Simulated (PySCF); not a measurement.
# Two-photon absorption: `CC[C@@H](C)CN`, C5H13N

Molfile (atoms numbered from 1):
```
C5H13N
     RDKit          3D

 19 18  0  0  0  0  0  0  0  0999 V2000
    2.2227   -0.8655   -0.1927 C   0  0  0  0  0  0  0  0  0  0  0  0
    1.3239    0.3249   -0.4941 C   0  0  0  0  0  0  0  0  0  0  0  0
   -0.0421    0.3092    0.1964 C   0  0  1  0  0  0  0  0  0  0  0  0
   -0.7275    1.6662    0.0991 C   0  0  0  0  0  0  0  0  0  0  0  0
   -0.9476   -0.7966   -0.3479 C   0  0  0  0  0  0  0  0  0  0  0  0
   -2.1801   -0.8958    0.4113 N   0  0  0  0  0  0  0  0  0  0  0  0
    2.4037   -0.9615    0.8903 H   0  0  0  0  0  0  0  0  0  0  0  0
    3.2025   -0.7584   -0.6825 H   0  0  0  0  0  0  0  0  0  0  0  0
    1.7892   -1.8161   -0.5388 H   0  0  0  0  0  0  0  0  0  0  0  0
    1.8471    1.2502   -0.1986 H   0  0  0  0  0  0  0  0  0  0  0  0
    1.1681    0.4116   -1.5852 H   0  0  0  0  0  0  0  0  0  0  0  0
    0.1310    0.0887    1.2692 H   0  0  0  0  0  0  0  0  0  0  0  0
   -0.1541    2.4461    0.6237 H   0  0  0  0  0  0  0  0  0  0  0  0
   -1.7378    1.6161    0.5282 H   0  0  0  0  0  0  0  0  0  0  0  0
   -0.8245    1.9750   -0.9555 H   0  0  0  0  0  0  0  0  0  0  0  0
   -0.3751   -1.7460   -0.3947 H   0  0  0  0  0  0  0  0  0  0  0  0
   -1.2057   -0.5453   -1.3927 H   0  0  0  0  0  0  0  0  0  0  0  0
   -2.8083   -1.5764   -0.0086 H   0  0  0  0  0  0  0  0  0  0  0  0
   -1.9840   -1.2304    1.3533 H   0  0  0  0  0  0  0  0  0  0  0  0
  1  2  1  0
  2  3  1  0
  3  4  1  0
  3  5  1  0
  5  6  1  0
  1  7  1  0
  1  8  1  0
  1  9  1  0
  2 10  1  0
  2 11  1  0
  3 12  1  1
  4 13  1  0
  4 14  1  0
  4 15  1  0
  5 16  1  0
  5 17  1  0
  6 18  1  0
  6 19  1  0
M  END
```

The calculation used TDDFT CAM-B3LYP/aug-cc-pVDZ excited states, vertical, gas phase (PySCF 2.14.0). Geometry: PBE0-D3(BJ)/def2-SVP.

Question: How strongly do the lowest singlets absorb one photon, and two photons of half the energy?

Answer: δ for parallel linear polarisation; σ at the peak of a Lorentzian of half width 0.1 eV, single beam; Ω is circular over linear.
| state | E (eV) | f | photon λ (nm) | δ (au) | σ (GM) | Ω | main |
| --- | --- | --- | --- | --- | --- | --- | --- |
| S1 | 5.65 | 0.011 | 439 | 52.1 | 0.61 | 1.44 | HOMO→LUMO 0.70, HOMO→LUMO+1 0.18 |
| S2 | 6.45 | 0.001 | 384 | 16.6 | 0.25 | 1.30 | HOMO→LUMO+2 0.75, HOMO→LUMO+5 0.13 |
| S3 | 6.75 | 0.030 | 367 | 8.89 | 0.15 | 0.73 | HOMO→LUMO+1 0.33, HOMO→LUMO+4 0.19 |
| S4 | 6.92 | 0.003 | 358 | 23.2 | 0.41 | 0.21 | HOMO→LUMO+3 0.56, HOMO→LUMO+1 0.15 |
| S5 | 7.48 | 0.000 | 331 | 36.2 | 0.74 | 1.43 | HOMO→LUMO+4 0.19, HOMO→LUMO+5 0.18 |
| S6 | 7.53 | 0.001 | 329 | 30.5 | 0.63 | 1.45 | HOMO→LUMO+5 0.37, HOMO→LUMO+4 0.14 |

Among these, the strongest one-photon state is S3, the strongest two-photon state S5, with a dipole change of 7.5 D (relaxed, norm of the difference vector).
